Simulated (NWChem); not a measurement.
# Basis-set dependence for NO (+1)

```xyz
2

N      0.0000     0.0000     0.5653
O      0.0000     0.0000    -0.4946
```
Charge +1, spin multiplicity 1.

All runs are NWChem calculations. Structure: optimised with PBE0/def2-SVP, a minimum by its harmonic frequencies.

Hartree-Fock energies in Ha, correlation energies in mHa.

The correlated methods keep 2 core orbitals frozen. The structure started from a generated list of species. Coupled-cluster values serve here as a point of comparison, not as the truth.

```
basis    functions         RHF     MP2  SCS-MP2    CCSD  CCSD+T(CCSD)  CCSD(T)  CR-CCSD[T]  CR-CCSD(T)    CCSDT   RI-MP2
-------  ---------  ----------  ------  -------  ------  ------------  -------  ----------  ----------  -------  -------
STO-3G          10  -127.18429  -166.2   -161.3  -163.0        -168.6   -167.3      -167.3      -166.4   -168.0  not run
cc-pVDZ         28  -128.92766  -336.0   -325.0  -333.9        -348.3   -346.7      -345.4      -344.2   -346.9   -336.1
cc-pVTZ         60  -128.96594  -404.6   -395.1  -398.0        -419.3   -417.6      -415.3      -414.0  not run   -404.6
cc-pVQZ        110  -128.97605  -431.1   -423.7  -421.0        -443.7   -442.1      -439.6      -438.3  not run   -431.1
```

From cc-pVTZ to cc-pVQZ the Hartree-Fock energy moves by -10.1 mHa and the MP2 correlation energy by -26.5 mHa, which is 6 % of its value in the larger set.
